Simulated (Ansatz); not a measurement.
# C₂H₄O₂S: how energies converge with the basis set

An exercise on one series of results from a longer session: the logs are not shown, and one member is left open.

Program: Ansatz 0.2.0, Gaussian basis. Level of theory: one geometry, several basis sets. These are calculated values, not measurements.

Plan: PBE0-D4/def2-SVP; ωB97M-V/def2-SVP; PBE0-D4/def2-QZVPP; ωB97M-V/def2-QZVPP; the functionals' def2-TZVPP values are taken from earlier runs.

**Structure used throughout**

All runs share one geometry, relaxed beforehand with PBE0-D4 in a triple-zeta def2 set.

SMILES `O=CC(O)S`, 9 atoms, charge 0, spin multiplicity 1.

Atoms are counted from 1 here; the program's logs count them from 0.

Bond lengths: O1–C2 1.203 Å, C2–C3 1.506 Å, C2–H6 1.103 Å, C3–O4 1.372 Å, C3–S5 1.839 Å, C3–H7 1.095 Å, O4–H8 0.971 Å, S5–H9 1.344 Å. Angles: O1–C2–C3 120.7°, O1–C2–H6 122.7°, C3–C2–H6 116.6°, C2–C3–O4 111.7°, C2–C3–S5 104.2°, C2–C3–H7 110.7°, O4–C3–S5 115.8°, O4–C3–H7 111.0°, S5–C3–H7 102.9°, C3–O4–H8 105.9°, C3–S5–H9 95.7°.

Set-up of the first run:

in.yaml reads:

```yaml
crystal:
  periodic: [false, false, false]
  atoms:
    - {symbol: O, position_ang: [-1.465657, -0.422816, 0.974882]}
    - {symbol: C, position_ang: [-0.492559, 0.278352, 0.880052]}
    - {symbol: C, position_ang: [0.654900, -0.116688, -0.012300]}
    - {symbol: O, position_ang: [0.566329, -1.428562, -0.402841]}
    - {symbol: S, position_ang: [0.619192, 1.124761, -1.368420]}
    - {symbol: H, position_ang: [-0.408528, 1.252940, 1.390742]}
    - {symbol: H, position_ang: [1.613283, 0.083501, 0.478175]}
    - {symbol: H, position_ang: [-0.347899, -1.699726, -0.219913]}
    - {symbol: H, position_ang: [-0.650562, 0.881939, -1.737376]}
basis:
  gaussian: {orbitals: def2-SVP}
hamiltonian: {xc: pbe0, dispersion: d4}
output: {orbitals: {seedname: orbitals}}
```

Launch:

```
> ansatz run in.yaml --threads 2 --pin off --events-out ev --progress --plain --max-ram 4352MiB
```

Among the steps run: PBE0-D4 in def2-SVP; ωB97M-V in def2-SVP; PBE0-D4 in def2-QZVPP; ωB97M-V in def2-QZVPP.

One of the session's tables, all rows but one given; the rest of the session is left out.

It belongs to the step «Density functionals: the series». 

```
functional       basis  HOMO (eV)
   PBE0-D4    def2-SVP          ?
   PBE0-D4  def2-TZVPP      -7.59
   PBE0-D4  def2-QZVPP      -7.63
   ωB97M-V    def2-SVP      -9.62
   ωB97M-V  def2-TZVPP      -9.82
   ωB97M-V  def2-QZVPP      -9.87
```

Estimate the missing values for PBE0-D4, def2-SVP.

The run gave: HOMO (eV): -7.43. In the column «HOMO (eV)» it is the highest.
